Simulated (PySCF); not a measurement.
## Deprotonation sites of hydrogen molecule

Parent: hydrogen molecule, `[H][H]` (H2). Numbering: `[H][H]`

Level of theory: M06-2X/ma-def2-TZVP single points in PySCF, grid level 3; every species was optimised with PBE0-D3(BJ)/ma-def2-SVP. Thermal corrections: PBE0-D3(BJ)/ma-def2-SVP frequencies, unscaled, ideal gas at 298.15 K and 1 bar, quasi-RRHO entropy.

| site | product | ΔH(acid) / kJ/mol | ΔG(acid) / kJ/mol |
| --- | --- | --- | --- |
| H2 (hydrogen) | [H]- | 1666 | 1640 |

ΔH and ΔG refer to AH → A⁻ + H⁺ in the gas phase.

Vertical detachment energies of the anions: [H]- 0.74 eV.

Measured values (NIST Chemistry WebBook, evaluated or the median of agreeing entries): deprotonation enthalpy (ΔH) 1675 kJ/mol (computed 1666, difference -10); gas-phase acidity (ΔG) 1649 kJ/mol (computed 1640, difference -10).

Hardware: 1 thread of Arm Neoverse V1, shared with other jobs. Command: `OMP_NUM_THREADS=1 python redox_run.py task.json out`. Structures, frequencies and single points: 1.2 s.

Differences come from unrounded values, so a last digit can differ from that of the printed terms.
